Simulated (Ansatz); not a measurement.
Debugging a ranking of conformers of C4H6O2, SMILES CCOC=C=O (Ansatz 0.2.0 through its Python package).

Script `c4h6o2.py`:
```python
import ansatz
from rdkit import Chem
from rdkit.Chem import AllChem


def main() -> None:
    rd = Chem.AddHs(Chem.MolFromSmiles('CCOC=C=O'))
    ids = list(AllChem.EmbedMultipleConfs(rd, numConfs=20, randomSeed=718, pruneRmsThresh=0.4))
    field = [energy for _, energy in AllChem.MMFFOptimizeMoleculeConfs(rd)]
    distinct = {round(e, 2): i for i, e in zip(ids, field)}
    chosen = sorted(distinct.items())[:3]
    found = []
    for force_field, index in chosen:
        geometry = ansatz.Crystal.molecule()
        for atom, xyz in zip(rd.GetAtoms(), rd.GetConformer(index).GetPositions()):
            geometry = geometry.atom(atom.GetSymbol(), xyz.round(5).tolist())
        calculation = (
            geometry
            .basis(gaussian='6-31G*')
            .functional('PBE')
        )
        found.append(calculation.run().report['free_energy_ev'])
    print('conformer   MMFF (kcal/mol)   this level (kcal/mol)')
    for (force_field, index), e in zip(chosen, found):
        print(f'{index:9d} {force_field - chosen[0][0]:17.2f} {23.060548 * (e - min(found)):17.3f}')


if __name__ == '__main__':
    main()
```

`python c4h6o2.py` gives:
```text
Traceback (most recent call last):
  File "c4h6o2.py", line 29, in <module>
    main()
    ~~~~^^
  File "c4h6o2.py", line 19, in main
    .basis(gaussian='6-31G*')
     ^^^^^
AttributeError: 'Crystal' object has no attribute 'basis'
```

What is wrong, and how is it mended?

The fault: settings are called on the crystal, without .calculation(). Mended:

```diff
--- before
+++ after
@@ -17,3 +17,3 @@
         calculation = (
-            geometry
+            geometry.calculation()
             .basis(gaussian='6-31G*')
```

After the fix:

Output of `python c4h6o2.py`:
```text
conformer   MMFF (kcal/mol)   this level (kcal/mol)
        3              0.00             0.000
        2              0.55             2.455
```

The conformers keep their force-field geometries. It ran for 3.3 s on 1 thread of Intel(R) Xeon(R) 6975P-C (Granite Rapids), on a shared host, peak memory 0.26 GiB.
